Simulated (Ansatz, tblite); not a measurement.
# The cluster P3: spin-state energies by level, part 2 of 2

Aim: set other spin states of the cluster P3 against its doublet, on many levels of theory.

Ansatz 0.2.0, Gaussian basis; as each input shows. The steps go on from the part before.

## (13) Quartet, PBE+5HF/def2-TZVP

The input, in.yaml:

```yaml
crystal:
  periodic: [false, false, false]
  atoms:
    - {symbol: P, position_ang: [0.343286, 1.065532, 0.329674]}
    - {symbol: P, position_ang: [-1.221253, -0.329444, 0.270944]}
    - {symbol: P, position_ang: [0.877967, -0.736098, -0.600618]}
basis:
  gaussian: {orbitals: def2-TZVP, initial_orbitals: start.molden}
magnetization: {spin_polarized: true, initial_magnetization: 3}
hamiltonian: {xc: {text: "exchange = 0.95*pbe_x + 0.05*exact_x\ncorrelation = pbe_c"}}
scf: {omitted_lower_state_checks: [starts]}
output: {orbitals: {seedname: orbitals}}
```

Launch:

```
$ ansatz run in.yaml --threads 4 --pin off --events-out ev --progress --plain --max-ram 3916MiB
```

The log of the run:

```text
Functional definition: unnamed
  exchange = 0.95*pbe_x + 0.05*exact_x
  correlation = pbe_c
these checks for a lower state are left out or cut short: starts
810 factors; their error is unknown
mean field evaluation 1: about -27852.0670 eV, gradient 6.4e0 eV
mean field evaluation 2: about -27852.1149 eV, gradient 7.9e-2 eV
mean field evaluation 4: about -27852.1176 eV, gradient 2.3e-4 eV
mean field evaluation 8: about -27852.1176 eV, gradient 2.3e-5 eV
mean field -27852.11761458 eV, -1023.5464434925 hartree, gradient 2.3e-5 eV, S^2 3.762027; 0 other end points of the search recorded, 0 dependent functions left out
reference -27852.11764287 eV, -1023.5464445320 hartree; 24, 21 occupied and 87, 90 virtual orbitals, 810 factors
Total energy: -27852.11764287 eV, -1023.5464445320 hartree
Checks for a lower state left out: starts
```

It took 4.2 s on 4 threads of Intel Xeon at 2.50GHz, shared host.

Report: HOMO -4.66 eV, LUMO -6.08 eV (over both spins; with the spin held, an empty level of the minority spin lies below the top filled one); ⟨S²⟩ 3.762 (pure: 3.75).

## (14) Quartet, PBE+10HF/def2-TZVP

Changes to in.yaml since step 13:

```diff
@@ -9,3 +9,3 @@
 magnetization: {spin_polarized: true, initial_magnetization: 3}
-hamiltonian: {xc: {text: "exchange = 0.95*pbe_x + 0.05*exact_x\ncorrelation = pbe_c"}}
+hamiltonian: {xc: {text: "exchange = 0.90*pbe_x + 0.10*exact_x\ncorrelation = pbe_c"}}
 scf: {omitted_lower_state_checks: [starts]}
```

The command is unchanged.

The log of the run:

```text
Functional definition: unnamed
  exchange = 0.90*pbe_x + 0.10*exact_x
  correlation = pbe_c
these checks for a lower state are left out or cut short: starts
810 factors; their error is unknown
mean field evaluation 1: about -27852.4973 eV, gradient 4.8e0 eV
mean field evaluation 2: about -27852.5242 eV, gradient 4.6e-2 eV
mean field evaluation 4: about -27852.5336 eV, gradient 8.5e-5 eV
mean field evaluation 8: about -27852.5336 eV, gradient 2.0e-5 eV
mean field -27852.53362349 eV, -1023.5617315380 hartree, gradient 2.0e-5 eV, S^2 3.763957; 0 other end points of the search recorded, 0 dependent functions left out
reference -27852.53365030 eV, -1023.5617325230 hartree; 24, 21 occupied and 87, 90 virtual orbitals, 810 factors
Total energy: -27852.53365030 eV, -1023.5617325230 hartree
Checks for a lower state left out: starts
```

Run time: 3.7 s. Hardware: 4 threads of Intel Xeon at 2.50GHz, shared host.

HOMO -4.88 eV, LUMO -5.91 eV (over both spins; with the spin held, an empty level of the minority spin lies below the top filled one); ⟨S²⟩ 3.764 (pure: 3.75).

## (15) Quartet, PBE+15HF/def2-TZVP

Changes to in.yaml since step 14:

```diff
@@ -9,3 +9,3 @@
 magnetization: {spin_polarized: true, initial_magnetization: 3}
-hamiltonian: {xc: {text: "exchange = 0.90*pbe_x + 0.10*exact_x\ncorrelation = pbe_c"}}
+hamiltonian: {xc: {text: "exchange = 0.85*pbe_x + 0.15*exact_x\ncorrelation = pbe_c"}}
 scf: {omitted_lower_state_checks: [starts]}
```

The command is unchanged.

The log of the run:

```text
Functional definition: unnamed
  exchange = 0.85*pbe_x + 0.15*exact_x
  correlation = pbe_c
these checks for a lower state are left out or cut short: starts
810 factors; their error is unknown
mean field evaluation 1: about -27852.9277 eV, gradient 3.2e0 eV
mean field evaluation 2: about -27852.9396 eV, gradient 2.1e-2 eV
mean field evaluation 4: about -27852.9558 eV, gradient 2.7e-5 eV
mean field evaluation 8: about -27852.9558 eV, gradient 3.3e-5 eV
mean field -27852.95579501 eV, -1023.5772460552 hartree, gradient 1.8e-5 eV, S^2 3.766043; 0 other end points of the search recorded, 0 dependent functions left out
reference -27852.95582033 eV, -1023.5772469857 hartree; 24, 21 occupied and 87, 90 virtual orbitals, 810 factors
Total energy: -27852.95582033 eV, -1023.5772469857 hartree
Checks for a lower state left out: starts
```

Run time: 4 s. Hardware: 4 threads of Intel Xeon at 2.50GHz, shared host.

HOMO -5.10 eV, LUMO -5.75 eV (over both spins; with the spin held, an empty level of the minority spin lies below the top filled one); ⟨S²⟩ 3.766 (pure: 3.75).

## (16) Quartet, PBE+35HF/def2-TZVP

Changes to in.yaml since step 15:

```diff
@@ -9,3 +9,3 @@
 magnetization: {spin_polarized: true, initial_magnetization: 3}
-hamiltonian: {xc: {text: "exchange = 0.85*pbe_x + 0.15*exact_x\ncorrelation = pbe_c"}}
+hamiltonian: {xc: {text: "exchange = 0.65*pbe_x + 0.35*exact_x\ncorrelation = pbe_c"}}
 scf: {omitted_lower_state_checks: [starts]}
```

The command is unchanged.

The log of the run:

```text
Functional definition: unnamed
  exchange = 0.65*pbe_x + 0.35*exact_x
  correlation = pbe_c
these checks for a lower state are left out or cut short: starts
900 factors; their error is unknown
mean field evaluation 1: about -27854.6492 eV, gradient 3.2e0 eV
mean field evaluation 2: about -27854.6609 eV, gradient 2.0e-2 eV
mean field evaluation 4: about -27854.7044 eV, gradient 3.1e-5 eV
mean field evaluation 8: about -27854.7044 eV, gradient 2.9e-5 eV
mean field -27854.70440197 eV, -1023.6415061756 hartree, gradient 2.9e-5 eV, S^2 3.775806; 0 other end points of the search recorded, 0 dependent functions left out
reference -27854.70442135 eV, -1023.6415068878 hartree; 24, 21 occupied and 87, 90 virtual orbitals, 900 factors
Total energy: -27854.70442135 eV, -1023.6415068878 hartree
Checks for a lower state left out: starts
```

It took 4.4 s on 4 threads of Intel Xeon at 2.50GHz, shared host.

Report: HOMO -5.99 eV, LUMO -5.07 eV (over both spins); ⟨S²⟩ 3.776 (pure: 3.75).

## (17) Quartet, PBE+50HF/def2-TZVP

Changes to in.yaml since step 16:

```diff
@@ -9,3 +9,3 @@
 magnetization: {spin_polarized: true, initial_magnetization: 3}
-hamiltonian: {xc: {text: "exchange = 0.65*pbe_x + 0.35*exact_x\ncorrelation = pbe_c"}}
+hamiltonian: {xc: {text: "exchange = 0.50*pbe_x + 0.50*exact_x\ncorrelation = pbe_c"}}
 scf: {omitted_lower_state_checks: [starts]}
```

The command is unchanged.

The log of the run:

```text
Functional definition: unnamed
  exchange = 0.50*pbe_x + 0.50*exact_x
  correlation = pbe_c
these checks for a lower state are left out or cut short: starts
951 factors; their error is unknown
mean field evaluation 1: about -27855.9403 eV, gradient 8.0e0 eV
mean field evaluation 2: about -27856.0121 eV, gradient 1.1e-1 eV
mean field evaluation 4: about -27856.0769 eV, gradient 5.0e-4 eV
mean field evaluation 8: about -27856.0769 eV, gradient 2.1e-5 eV
mean field -27856.07692350 eV, -1023.6919454116 hartree, gradient 2.1e-5 eV, S^2 3.784444; 0 other end points of the search recorded, 0 dependent functions left out
reference -27856.07693842 eV, -1023.6919459598 hartree; 24, 21 occupied and 87, 90 virtual orbitals, 951 factors
Total energy: -27856.07693842 eV, -1023.6919459598 hartree
Checks for a lower state left out: starts
```

Run time: 6.5 s. Hardware: 4 threads of Intel Xeon at 2.50GHz, shared host.

Report: HOMO -6.67 eV, LUMO -4.57 eV (over both spins); ⟨S²⟩ 3.784 (pure: 3.75).

## (18) Quartet, HF/STO-3G

Changes to in.yaml since step 17:

```diff
@@ -7,5 +7,5 @@
 basis:
-  gaussian: {orbitals: def2-TZVP, initial_orbitals: start.molden}
+  gaussian: {orbitals: STO-3G}
 magnetization: {spin_polarized: true, initial_magnetization: 3}
-hamiltonian: {xc: {text: "exchange = 0.50*pbe_x + 0.50*exact_x\ncorrelation = pbe_c"}}
+hamiltonian: {xc: hf}
 scf: {omitted_lower_state_checks: [starts]}
```

Launched as before.

The log of the run:

```text
Functional definition: HF
  name "HF"
  cite "Fock, Z. Phys. 61, 126 (1930) doi:10.1007/BF01340294"
  parent pbe
  exchange = exact_x
  correlation = 0
these checks for a lower state are left out or cut short: starts
289 factors; integrals over basis functions are off by at most 1.2e-5 eV
mean field evaluation 1: about -27499.8971 eV, gradient 4.4e0 eV
mean field evaluation 2: about -27499.9336 eV, gradient 4.4e0 eV
mean field evaluation 4: about -27500.1936 eV, gradient 1.0e0 eV
mean field evaluation 8: about -27500.2340 eV, gradient 2.0e-2 eV
mean field evaluation 16: about -27500.6871 eV, gradient 1.0e0 eV
mean field -27500.73630950 eV, -1010.6334187056 hartree, gradient 4.7e-6 eV, S^2 3.756700; 1 other end points of the search recorded, 0 dependent functions left out
reference -27500.73630950 eV, -1010.6334187056 hartree; 24, 21 occupied and 3, 6 virtual orbitals, 289 factors
Total energy: -27500.73630950 eV, -1010.6334187056 hartree
Checks for a lower state left out: starts
```

Wall time 0.61 s (4 threads of Intel Xeon at 2.50GHz, shared host).

Report: HOMO -4.97 eV, LUMO 3.60 eV (over both spins); ⟨S²⟩ 3.757 (pure: 3.75); the next solution that the search met lies 0.502 eV higher.

## (19) Quartet, CCSD(T)/def2-TZVPP

Changes to in.yaml since step 18:

```diff
@@ -7,6 +7,6 @@
 basis:
-  gaussian: {orbitals: STO-3G}
+  gaussian: {orbitals: def2-TZVPP, initial_orbitals: start.molden}
 magnetization: {spin_polarized: true, initial_magnetization: 3}
-hamiltonian: {xc: hf}
-scf: {omitted_lower_state_checks: [starts]}
+correlation: {method: ccsd_t}
+scf: {omitted_lower_state_checks: [starts, cluster_reference]}
 output: {orbitals: {seedname: orbitals}}
```

Launched as before.

The log of the run:

```text
Functional definition: HF
  name "HF"
  cite "Fock, Z. Phys. 61, 126 (1930) doi:10.1007/BF01340294"
  parent pbe
  exchange = exact_x
  correlation = 0
these checks for a lower state are left out or cut short: starts, cluster_reference
756 factors; integrals over basis functions are off by at most 6.7e-4 eV
mean field evaluation 1: about -27813.9833 eV, gradient 2.3e1 eV
mean field evaluation 2: about -27814.5875 eV, gradient 8.7e-1 eV
mean field evaluation 4: about -27814.6383 eV, gradient 2.4e-1 eV
mean field evaluation 8: about -27814.6387 eV, gradient 2.2e-4 eV
mean field -27814.63867338 eV, -1022.1691178074 hartree, gradient 3.1e-6 eV, S^2 3.836541; 0 other end points of the search recorded, 0 dependent functions left out
15 core orbitals not correlated: weight in the atoms' cores, before any rotation towards them, 1.000 or more for the frozen orbitals, at most 0.000 for the correlated occupied ones
reference -27814.63867338 eV, -1022.1691178074 hartree; 9, 6 occupied and 102, 105 virtual orbitals, 756 factors
second order -10.30276924 eV of doubles, -0.00000000 eV of singles
cycle   1  -10.67977504 eV  change   -3.8e-1 eV  update   1.1e-1
cycle   2  -11.10039431 eV  change   -4.2e-1 eV  update   3.7e-2
cycle   3  -11.19949719 eV  change   -9.9e-2 eV  update   2.0e-2
cycle   4  -11.19719596 eV  change    2.3e-3 eV  update   6.5e-3
cycle   5  -11.19765474 eV  change   -4.6e-4 eV  update   3.4e-3
cycle   6  -11.19766163 eV  change   -6.9e-6 eV  update   1.8e-3
cycle   7  -11.19771824 eV  change   -5.7e-5 eV  update   1.0e-3
cycle   8  -11.19812769 eV  change   -4.1e-4 eV  update   6.7e-4
cycle   9  -11.19802178 eV  change    1.1e-4 eV  update   4.3e-4
cycle  10  -11.19791826 eV  change    1.0e-4 eV  update   2.0e-4
cycle  11  -11.19800914 eV  change   -9.1e-5 eV  update   8.7e-5
cycle  12  -11.19798997 eV  change    1.9e-5 eV  update   3.3e-5
cycle  13  -11.19800319 eV  change   -1.3e-5 eV  update   1.1e-5
perturbative correction -0.78145849 eV, -0.0287180697 hartree
Total energy: -27826.61813505 eV, -1022.6093549040 hartree
Checks for a lower state left out: starts, cluster_reference
```

Wall time 14 s (4 threads of Intel Xeon at 2.50GHz, shared host); peak memory 0.76 GiB.

Report: Hartree-Fock HOMO -8.18 eV, LUMO -1.68 eV (over both spins); ⟨S²⟩ 3.837 (pure: 3.75); T1 0.024.

## (20) Quartet, MP2/def2-TZVP

The input, in.yaml:

```yaml
crystal:
  periodic: [false, false, false]
  atoms:
    - {symbol: P, position_ang: [0.343286, 1.065532, 0.329674]}
    - {symbol: P, position_ang: [-1.221253, -0.329444, 0.270944]}
    - {symbol: P, position_ang: [0.877967, -0.736098, -0.600618]}
basis:
  gaussian: {orbitals: def2-TZVP, initial_orbitals: start.molden}
magnetization: {spin_polarized: true, initial_magnetization: 3}
correlation: {method: mp2}
scf: {omitted_lower_state_checks: [starts]}
output: {orbitals: {seedname: orbitals}}
```

Launched as before.

The log of the run:

```text
Functional definition: HF
  name "HF"
  cite "Fock, Z. Phys. 61, 126 (1930) doi:10.1007/BF01340294"
  parent pbe
  exchange = exact_x
  correlation = 0
these checks for a lower state are left out or cut short: starts
649 factors; integrals over basis functions are off by at most 4.8e-4 eV
mean field evaluation 1: about -27813.5798 eV, gradient 2.3e1 eV
mean field evaluation 2: about -27814.1758 eV, gradient 8.5e-1 eV
mean field evaluation 4: about -27814.6331 eV, gradient 4.4e-2 eV
mean field evaluation 8: about -27814.6333 eV, gradient 1.7e-6 eV
mean field -27814.63333790 eV, -1022.1689217322 hartree, gradient 3.1e-6 eV, S^2 3.836344; 0 other end points of the search recorded, 0 dependent functions left out
15 core orbitals not correlated: weight in the atoms' cores, before any rotation towards them, 1.000 or more for the frozen orbitals, at most 0.000 for the correlated occupied ones
reference -27814.63333790 eV, -1022.1689217322 hartree; 9, 6 occupied and 87, 90 virtual orbitals, 649 factors
second order -10.12975718 eV of doubles, -0.00000000 eV of singles
Total energy: -27824.76309508 eV, -1022.5411834422 hartree
Checks for a lower state left out: starts
```

Wall time 3.1 s (4 threads of Intel Xeon at 2.50GHz, shared host).

From the report: Hartree-Fock HOMO -8.17 eV, LUMO -1.68 eV (over both spins); ⟨S²⟩ 3.836 (pure: 3.75).

## (21) Quartet, RPA/def2-TZVP

Changes to in.yaml since step 20:

```diff
@@ -9,4 +9,4 @@
 magnetization: {spin_polarized: true, initial_magnetization: 3}
-correlation: {method: mp2}
+hamiltonian: {xc: pbe}
+correlation: {method: rpa}
 scf: {omitted_lower_state_checks: [starts]}
-output: {orbitals: {seedname: orbitals}}
```

Same command.

The log of the run:

```text
Functional definition: PBE
  name "PBE"
  cite "Perdew, Burke & Ernzerhof, Phys. Rev. Lett. 77, 3865 (1996) doi:10.1103/PhysRevLett.77.3865"
  parent pbe
  parameter kappa = 0.804
  parameter beta = 0.06672455060314922
  exchange = pbe_x(kappa = kappa, mu = beta*pi^2/3)
  correlation = pbe_c(beta = beta)
these checks for a lower state are left out or cut short: starts
649 factors; integrals over basis functions are off by at most 4.8e-4 eV
mean field evaluation 1: about -27851.6408 eV, gradient 8.0e0 eV
mean field evaluation 2: about -27851.7148 eV, gradient 1.2e-1 eV
mean field evaluation 4: about -27851.7079 eV, gradient 8.4e-4 eV
mean field evaluation 8: about -27851.7079 eV, gradient 1.6e-6 eV
mean field -27851.70786123 eV, -1023.5313853344 hartree, gradient 3.2e-6 eV, S^2 3.760260; 0 other end points of the search recorded, 0 dependent functions left out
15 core orbitals not correlated: weight in the atoms' cores, before any rotation towards them, 1.000 or more for the frozen orbitals, at most 0.000 for the correlated occupied ones
reference -27813.50753070 eV, -1022.1275490808 hartree; 9, 6 occupied and 87, 90 virtual orbitals, 649 factors
Total energy: -27831.48077183 eV, -1022.7880535097 hartree
Checks for a lower state left out: starts
```

Run time: 3.1 s. Hardware: 4 threads of Intel Xeon at 2.50GHz, shared host.

Report: ⟨S²⟩ 3.760 (pure: 3.75).

## (22) Fields of the quartet

The fields below are evaluated on a grid from the run's orbitals.

Frontier orbitals at PBE0-D4/def2-TZVP (alpha spin), with the share of their density that lies nearest to each atom:

```tsv
orbital	energy (eV)	lies on
HOMO	-5.55	P1 61 %; P2, P3 about 19 % each
LUMO	-1.69	P2, P3 about 46 % each; P1 7 %
```

ELF in a plane through or near 3 of the atoms.

Values, 10 rows by 14 columns:
```
0.00 0.00 0.00 0.00 0.00 0.00 0.01 0.01 0.01 0.00 0.00 0.00 0.00 0.00
0.00 0.00 0.00 0.00 0.02 0.14 0.30 0.34 0.23 0.07 0.01 0.00 0.00 0.00
0.00 0.00 0.00 0.03 0.27 0.67 0.82 0.84 0.78 0.48 0.11 0.01 0.00 0.00
0.00 0.00 0.02 0.10 0.47 0.74 0.28 0.57 0.33 0.67 0.25 0.03 0.00 0.00
0.00 0.01 0.11 0.26 0.59 0.83 0.24 0.21 0.68 0.75 0.41 0.14 0.04 0.00
0.01 0.17 0.61 0.76 0.19 0.41 0.54 0.64 0.20 0.38 0.50 0.69 0.38 0.05
0.01 0.30 0.80 0.91 0.28 0.39 0.58 0.66 0.24 0.47 0.69 0.87 0.58 0.08
0.00 0.10 0.54 0.78 0.84 0.70 0.31 0.20 0.51 0.80 0.83 0.65 0.30 0.02
0.00 0.00 0.06 0.17 0.23 0.14 0.03 0.02 0.07 0.20 0.23 0.09 0.02 0.00
0.00 0.00 0.00 0.00 0.00 0.00 0.00 0.00 0.00 0.00 0.00 0.00 0.00 0.00
```
The map spans 7.5 Å across and 7.5 Å up, centred on the molecule. Atoms in the plane (x, y in Å): P1 (0.0, 1.2), P2 (-1.2, -0.6), P3 (1.2, -0.6).

On the surface of density 0.002 e/bohr³ the electrostatic potential runs, from the 1st to the 99th percentile, from -0.22 to 0.97 V.

The spin density lies nearest to P1, P2, P3 about 33 % each.

## (23) Quartet less doublet

The doublet's energies are those of its earlier runs, whose logs aren't repeated here.

```tsv
level	quartet less doublet (kJ/mol)	time
GFN1-xTB	+228.0	0.025 s
GFN2-xTB	+202.7	0.019 s
HF/STO-3G†	+184.1	0.91 s
HF/def2-TZVP†	+170.4	9 s
HF/def2-TZVPP†	+170.4	
PBE-D4/def2-TZVP	+203.0	5.1 s
r2SCAN-D4/def2-TZVP	+197.6	12 s
B97M-V/def2-TZVP	+215.3	15 s
PBE0-D4/def2-TZVP	+198.4	14 s
r2SCAN0-D4/def2-TZVP	+193.1	14 s
ωB97M-V/def2-TZVP	+213.7	33 s
B2PLYP/def2-TZVP	+201.6	14 s
RPA/def2-TZVP	+202.5	6.1 s
MP2/def2-TZVP†	+179.8	6.3 s
MP2/def2-TZVPP†	+180.4	
CCSD/def2-TZVPP†	+201.9	
CCSD(T)/def2-TZVPP†	+205.7	29 s
```

Times add the two runs; a level without a time comes out of a correlated run. † marks a level with a doubtful state (flagged, unstable, out of aufbau order, or strongly spin-contaminated); such levels are left out of the summary. Tight binding without a spin term can't rank spin states. CCSD(T)/def2-TZVPP is no safe reference here (large T1 diagnostic, spin contamination).

PBE with a growing share of exact exchange (def2-TZVP, no dispersion):

```tsv
share	quartet less doublet (kJ/mol)
0	+203.0
0.05	+201.9
0.1	+201.0
0.15	+200.0
0.25	+198.4
0.35	+197.1
0.5	+195.6
```

## (24) Outcome

What follows sums up all 2 parts.

| quantity | value |
| --- | --- |
| quartet less doublet, functionals in def2-TZVP | +193.1 (r2SCAN0-D4) to +215.3 kJ/mol (B97M-V) |
| slope of quartet less doublet | -1.5 kJ/mol for 10 % exact exchange |

What this shows: All functionals put the quartet above the doublet, over a spread of 22.2 kJ/mol. The checks for a lower quartet were left out, so another state of that spin may lie lower. Each 10 % of exact exchange moves that splitting by -1.5 kJ/mol on average, towards the higher spin. These are electronic energies, without zero-point motion, entropy or surroundings.
